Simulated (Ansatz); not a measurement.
**LiH2O+ (SMILES [Li][OH2+]): functionals against CCSD(T) at one geometry**

The atoms stand at a frame of a short trajectory. How far do the functionals agree with CCSD(T) there?

The runs use Ansatz 0.2.0, Gaussian basis; single points in def2-TZVPP.

Cores are frozen in the correlated methods. The outer core shell of Li, Na, Mg and K is correlated.

## Step 1: Starting geometry

SMILES `[Li][OH2+]`, 4 atoms, charge 1, spin multiplicity 1.

Atoms are counted from 1 here; the program's logs count them from 0.

Bond lengths: Li1–O2 1.667 Å, O2–H3 0.973 Å, O2–H4 0.986 Å. Angles: Li1–O2–H3 137.3°, Li1–O2–H4 130.0°, H3–O2–H4 92.0°.

As a file:

```xyz
4

Li   -1.18340    0.86404   -0.53489
O     0.09929   -0.03752    0.03125
H     0.86300    0.09609    0.61901
H     0.25821   -1.00924   -0.01027
```

## Step 2: PBE-D4/def2-TZVPP

Contents of run/in.yaml:

```yaml
crystal:
  periodic: [false, false, false]
  atoms:
    - {symbol: Li, position_ang: [-1.183398, 0.864037, -0.534893]}
    - {symbol: O, position_ang: [0.099293, -0.037521, 0.031249]}
    - {symbol: H, position_ang: [0.862999, 0.096092, 0.619012]}
    - {symbol: H, position_ang: [0.258207, -1.009245, -0.010272]}
basis:
  gaussian: {orbitals: def2-TZVPP}
total_charge: 1
hamiltonian: {xc: pbe, dispersion: d4}
output: {forces: true}
```

The run is started by

```console
ansatz run in.yaml --threads 2 --pin off --events-out ev --progress --plain --max-ram 3481MiB
```

## Step 3: r2SCAN-D4/def2-TZVPP

run/in.yaml: that of step 2 with these lines changed.

```diff
@@ -10,3 +10,3 @@
 total_charge: 1
-hamiltonian: {xc: pbe, dispersion: d4}
+hamiltonian: {xc: r2scan, dispersion: d4}
 output: {forces: true}
```

## Step 4: PBE0-D4/def2-TZVPP

run/in.yaml: that of step 3 with these lines changed.

```diff
@@ -10,3 +10,3 @@
 total_charge: 1
-hamiltonian: {xc: r2scan, dispersion: d4}
-output: {forces: true}
+hamiltonian: {xc: pbe0, dispersion: d4}
+output: {forces: true, orbitals: {seedname: orbitals}}
```

## Step 5: wB97M-V/def2-TZVPP

run/in.yaml: that of step 4 with these lines changed.

```diff
@@ -10,3 +10,3 @@
 total_charge: 1
-hamiltonian: {xc: pbe0, dispersion: d4}
-output: {forces: true, orbitals: {seedname: orbitals}}
+hamiltonian: {xc: {name: wB97M-V}}
+output: {forces: true}
```

## Step 6: CCSD(T)/def2-TZVPP

run/in.yaml: that of step 5 with these lines changed.

```diff
@@ -10,3 +10,3 @@
 total_charge: 1
-hamiltonian: {xc: {name: wB97M-V}}
+correlation: {method: ccsd_t}
 output: {forces: true}
```

(Steps that only read results are left out.)

Q: Predict the outcome of this session. Wanted: energy less free atoms, CCSD(T)/def2-TZVPP; RMS force component; RMS force error; HOMO and LUMO, PBE0-D4; T1 diagnostic.

**Answer**, as computed:

| quantity | value |
| --- | --- |
| energy less free atoms, CCSD(T)/def2-TZVPP | -550.3 kJ/mol |
| RMS force component | 1.030 to 1.222 eV/Å over the methods |
| RMS force error | PBE-D4 0.295, r2SCAN-D4 0.046, PBE0-D4 0.044, wB97M-V 0.035 eV/Å |
| HOMO and LUMO, PBE0-D4 | -16.36 and -5.57 eV |
| T1 diagnostic | 0.007 |

What this shows: Against CCSD(T) the functionals' energies less atoms differ by -28.7 to +11.8 kJ/mol, PBE-D4 by -15.4 kJ/mol. A larger basis would deepen the CCSD(T) value, while the functionals are nearly converged already, so the order here is not reliable. The forces of wB97M-V come nearest to CCSD(T), those of PBE-D4 are farthest. Frozen-core CCSD(T) forces in triple zeta carry basis errors of their own, and this is one geometry, so small gaps rank nothing.
